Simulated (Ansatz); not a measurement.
in.yaml

```yaml
crystal:
  periodic: [false, false, false]
  atoms:
    - {symbol: N, position_ang: [0.000000, 0.000000, 1.119979]}
    - {symbol: C, position_ang: [0.000000, 0.000000, -0.025627]}
    - {symbol: H, position_ang: [0.000000, 0.000000, -1.094352]}
basis:
  gaussian: {orbitals: 6-31G}
correlation: {method: sc_nevpt2, electrons: outside_noble_gas, active_space: {window: {electrons: 10, orbitals: 9}, shells: [{species: C, l: s, shell: 2}, {species: C, l: p, shell: 2}, {species: H, l: s, shell: 1}, {species: "N", l: s, shell: 2}, {species: "N", l: p, shell: 2}]}}
```

```sh
$ ansatz run in.yaml --threads 1 --pin off --events-out ev --progress --plain --max-ram 2393MiB
```

The program prints:

```
447 factors; integrals over basis functions are off by at most 4.1e-8 eV
mean field evaluation 1: about -2524.0357 eV, gradient 2.7e1 eV
mean field evaluation 2: about -2524.0479 eV, gradient 2.7e1 eV
mean field evaluation 4: about -2525.9579 eV, gradient 2.0e0 eV
mean field evaluation 8: about -2525.9815 eV, gradient 4.5e-2 eV
mean field -2525.98148954 eV, -92.8281075690 hartree, gradient 2.7e-6 eV, S^2 0.000000; 0 other end points of the search recorded, 0 dependent functions left out
reference -2525.98148954 eV, -92.8281075690 hartree; 7, 7 occupied and 13, 13 virtual orbitals, 447 factors
state -2530.26515394 eV, -92.9855293318 hartree
state -2530.26515394 eV, -92.9855293318 hartree; corrected -2531.57103935 eV, -93.0335197357 hartree
Total energy: -2531.57103935 eV, -93.0335197357 hartree
Checks for a lower state left out: starts, orbital_swaps
```

Natural occupations: 1.9936 1.9799 1.9785 1.9342 1.9342 0.0697 0.0697 0.0268 0.0133.

For the same geometry and basis full CI lies 405.2 meV lower.

Ran on 1 thread of Arm Neoverse V1, shared host: 2.9 s wall, 0.1 GiB peak host memory.
